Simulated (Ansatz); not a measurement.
System: C₂H₂, net charge 1, doublet state. 
Structure (B3LYP-D3(BJ)/def2-TZVP (Ansatz, a program for electronic structure) minimum search):
```xyz
4

C      0.0000     0.0000    -0.6217
C      0.0000     0.0000     0.6217
H      0.0000     0.0000     1.7012
H      0.0000     0.0000    -1.7012
```
Charge +1, spin multiplicity 2.

Basis-set convergence of Hartree-Fock and CCSD correlation energies (hartree) with Ansatz. Correlated levels leave the core frozen unless marked. UHF or UKS for open shells. No spin-orbit coupling. Non-relativistic.

```json
[
 {"basis": "def2-SVPD", "functions": "56", "E(HF)": "-76.40164", "E(corr, CCSD)": "-0.23779"},
 {"basis": "def2-TZVPPD", "functions": "108", "E(HF)": "-76.49248", "E(corr, CCSD)": "-0.27087"},
 {"basis": "def2-QZVPPD", "functions": "192", "E(HF)": "-76.49574", "E(corr, CCSD)": "-0.28395"}
]
```

Extrapolating the two largest sets (X = 3 and 4) as X^-3: E(corr) = (64·(-0.28395) - 27·(-0.27087))/37 = -0.2935 Eh, an estimate of the basis-set limit. The largest set recovers 96.7 % of it, the smallest 81.0 %.
